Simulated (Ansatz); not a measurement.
We consider SiSe2 (Ibam, No. 72), described by LDA (Ansatz, a quantum-chemistry and plane-wave program, PAW).

Run with plane-wave cutoff 500 eV, 10×10×10 k mesh, gaussian smearing 0.02 eV, scalar-relativistic PAW data made under PBE.

Cell (relaxed at this level):

Se₂Si has the orthorhombic space group Ibam (No. 72), Pearson symbol oI12. Cell: a = 6.0750 Å, b = 8.8262 Å, c = 5.8073 Å, α = β = γ = 90.00°. Si on 4a is coordinated by 4 Se at 2.278 Å (tetrahedral). Se on 8j sees 2 Si at 2.278 Å (bent). (Neighbours: up to the widest gap in distance over summed covalent radii, below 1.35, at either atom.)
(The calculation used a cell of 6 atoms; values per cell refer to that cell.)

Q: Estimate the band gap that the calculation returns.

A: 
band gap: 1.38 eV (on the SCF k mesh)

Note: the volume lies 8 % below that of the published cell.

Spin–orbit coupling is not included.

Cost on a shared machine: about 11 core-minutes (a rough figure).
